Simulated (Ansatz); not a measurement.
[SiH3···H···O], triplet along the distance Si1-H5

Starting geometry:

```csv
atom,x (Å),y (Å),z (Å)
Si,-0.9437,0.0000,0.0000
H,-1.4385,1.3997,0.0000
H,-1.4385,-0.6999,1.2122
H,-1.4385,-0.6999,-1.2122
H,0.5409,0.0000,0.0000
O,1.8943,0.0000,0.0000
```

From there H5 is moved from one fragment to the other while all else, the fragments' distance too, stays fixed; atoms are numbered as listed. Energies are in eV, counted from the starting geometry at the same level.

Basis cc-pVDZ; Ansatz 0.2.0. Correlated methods freeze the noble-gas cores. R marks a restricted (for open shells ROHF) determinant, U an unrestricted one.

Full CI isn't at hand for all of this; UCCSDT(Q) serves as the reference, and is uncertain by about the last step of the cluster series. The frozen core follows each run's orbitals, which can shift R against U totals by a few meV.

```tsv
distance Si1-H5 (Å)	RHF
1.381	-0.114
1.485	0.000
1.537	0.126
1.588	0.253
1.640	0.330
1.692	0.288
1.744	0.158
1.796	0.011
1.848	-0.097
```

Question: Estimate the UCCSDT(Q) curve in cc-pVDZ from this one, knowing how RHF errs.

Answer: The computed UCCSDT(Q) values, in eV from the starting point, and the error of RHF against them:
| distance Si1-H5 (Å) | UCCSDT(Q) | RHF less UCCSDT(Q) |
| --- | --- | --- |
| 1.381 | 0.117 | -0.231 |
| 1.485 | 0.000 | 0.000 |
| 1.537 | -0.025 | 0.151 |
| 1.588 | -0.052 | 0.306 |
| 1.640 | -0.097 | 0.427 |
| 1.692 | -0.161 | 0.449 |
| 1.744 | -0.235 | 0.392 |
| 1.796 | -0.297 | 0.308 |
| 1.848 | -0.313 | 0.216 |

The error spans 0.679 eV and is largest, 0.449 eV, at 1.692 Å.
